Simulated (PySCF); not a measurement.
Species: C2H5S (charge -1, singlet). It need not be the lowest isomer of its formula. Whether it binds its extra electron was not tested at this geometry. SMILES: C[CH-]S
Coordinates optimised at B3LYP-D3(BJ)/def2-TZVP (Ansatz):
```
C
H 1 1.0962
C 1 1.5208 2 110.82
H 3 1.0995 1 111.54 2 171.27
H 3 1.1007 4 106.35 1 119.13
H 3 1.1174 4 105.14 5 112.20
S 1 1.7961 2 105.75 3 -121.47
H 7 1.3645 1 103.15 2 -127.99
```
Charge -1, spin multiplicity 1.

Dispersion corrections to the total energy (kcal/mol) from the dftd3 and dftd4 libraries through PySCF: D3(BJ) without and D4 with the three-body term, each with the damping fitted for the functional named.

```csv
functional,D3(BJ),D4
r2SCAN,-0.85,-0.87
HF,-27.40,-13.99
BHLYP,-4.33,-4.10
PW6B95,-1.53,…
HSE06,…,-2.76
PBE0,-2.72,-2.99
TPSS,…,-4.88
```

Q: What belongs in the gaps?

A: 
- PW6B95, D4: -3.16
- HSE06, D3(BJ): -2.01
- TPSS, D3(BJ): -4.01
